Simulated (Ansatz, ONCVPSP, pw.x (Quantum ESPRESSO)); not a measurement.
pw.x on diamond Ir: one setting changed

Potential: optimised norm-conserving Vanderbilt (ONCV), ONCVPSP 4.0.1.1 (patched build), PBEsol; core [Kr] 4d10 4f14, reference 5s2 5p6 5d7 6s2; waves: 5s+6s: rc 1.50 bohr, ncon 3, nbas 7, qcut 9.9 1/bohr, 2 projectors; 5p: rc 1.55 bohr, ncon 5, nbas 9, qcut 8.2 1/bohr, 2 projectors, debl 1.5 Ha; 5d: rc 1.50 bohr, ncon 4, nbas 9, qcut 7.3 1/bohr, 1 projector; local part: polynomial inside 1.00 bohr (lpopt 4, dvloc0 0 Ha); core correction: Teter function, fcfact 2.75, rcfact 1.45. In the p channel the program set the typed energies aside and used -2.011, 0.250 Ha.

The reference run (k-mesh 8³, cutoffs 90/360 Ry, Fermi–Dirac 0.01 Ry, mixing_beta 0.4, conv_thr 1e-9, no spin) gives -3.06 GPa at 20.892 Å³/atom, where all-electron LAPW gives -0.03 GPa. This run, with its own iteration cap, changes smearing to gauss.

```
&control
  calculation='scf', prefix='x', pseudo_dir='./', outdir='./tmp', tstress=.true., disk_io='none'
/
&system
  ibrav=0, nat=2, ntyp=1, ecutwfc=90, ecutrho=360, nbnd=27,
  occupations='smearing', smearing='gauss', degauss=0.01
/
&electrons
  conv_thr=1e-09, mixing_beta=0.4, electron_maxstep=50
/
ATOMIC_SPECIES
Ir 1.0 Ir.UPF
CELL_PARAMETERS angstrom
  0.00000000 2.75418646 2.75418646
  2.75418646 0.00000000 2.75418646
  2.75418646 2.75418646 0.00000000
ATOMIC_POSITIONS crystal
Ir 0.0000 0.0000 0.0000
Ir 0.2500 0.2500 0.2500
K_POINTS automatic
8 8 8 0 0 0
```

```bash
pw.x < Ir.scf.in > Ir.scf.out
```

Q: How does the run end?

A: It converges in 8 iterations; the free energy moves by +26.4 meV/atom and the pressure by -0.42 GPa. Gaussian smearing of the same width is narrower in effect than Fermi–Dirac, so its quadratic term in F is smaller.

```
Message from routine setup:
     using ibrav=0 with symmetry is DISCOURAGED, use correct ibrav instead
     lattice parameter (alat)  =       7.3605  a.u.
     unit-cell volume          =     281.9724 (a.u.)^3
     number of electrons       =        34.00
     number of Kohn-Sham states=           27
     kinetic-energy cutoff     =      90.0000  Ry
     charge density cutoff     =     360.0000  Ry
     scf convergence threshold =      1.0E-09
     Exchange-correlation= PBESOL
     number of k points=    29  Gaussian smearing, width (Ry)=  0.0100
     iteration #  1     ecut=    90.00 Ry     beta= 0.40
     total energy              =    -442.94550262 Ry
     estimated scf accuracy    <       0.03658071 Ry
     iteration #  2     ecut=    90.00 Ry     beta= 0.40
     total energy              =    -442.94373170 Ry
     estimated scf accuracy    <       0.00937785 Ry
     iteration #  3     ecut=    90.00 Ry     beta= 0.40
     total energy              =    -442.94422241 Ry
     estimated scf accuracy    <       0.00031009 Ry
     [... 2 iterations left out ...]
     iteration #  6     ecut=    90.00 Ry     beta= 0.40
     total energy              =    -442.94425782 Ry
     estimated scf accuracy    <       0.00000006 Ry
     iteration #  7     ecut=    90.00 Ry     beta= 0.40
     total energy              =    -442.94425784 Ry
     estimated scf accuracy    <          2.7E-09 Ry
     iteration #  8     ecut=    90.00 Ry     beta= 0.40
     the Fermi energy is    15.8814 ev
!    total energy              =    -442.94425784 Ry
     estimated scf accuracy    <          2.9E-10 Ry
     smearing contrib. (-TS)   =      -0.00163261 Ry
     The total energy is F=E-TS. E is the sum of the following terms:
     one-electron contribution =    -173.75644971 Ry
     hartree contribution      =      98.40924221 Ry
     xc contribution           =     -68.48170013 Ry
     ewald contribution        =    -299.11371759 Ry
     convergence has been achieved in   8 iterations
          total   stress  (Ry/bohr**3)                   (kbar)     P=      -34.79
     Message from routine punch:
     Nothing written, as per user request (disk_io='none')
```

The run took about 83 s on one core of a shared host (Neoverse-N1, 64 threads, 124 GiB, load 57).
